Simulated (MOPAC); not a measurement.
MOPAC input (MNDO):

```
MNDO PRECISE GNORM=0.05 LET XYZ CHARGE=-1 GEO-OK AUX(PRECISION=9) THREADS=1
C4H5

C     0.00080378 1   -0.02177211 1    0.41324146 1
C    -0.00024699 1   -0.78565312 1   -0.85206570 1
C    -0.00289049 1    0.75882242 1   -0.86330175 1
C     0.00340449 1   -0.09814573 1    1.74489492 1
H    -0.90817693 1   -1.28775662 1   -1.19152984 1
H     0.90811688 1   -1.28467239 1   -1.19490016 1
H     0.90395000 1    1.25679477 1   -1.21086112 1
H    -0.91270055 1    1.25370994 1   -1.20749014 1
H     0.00238584 1    0.94241549 1    2.14816769 1
```

### Question
What heat of formation does the run end on?

### Answer
83.40 kcal/mol.
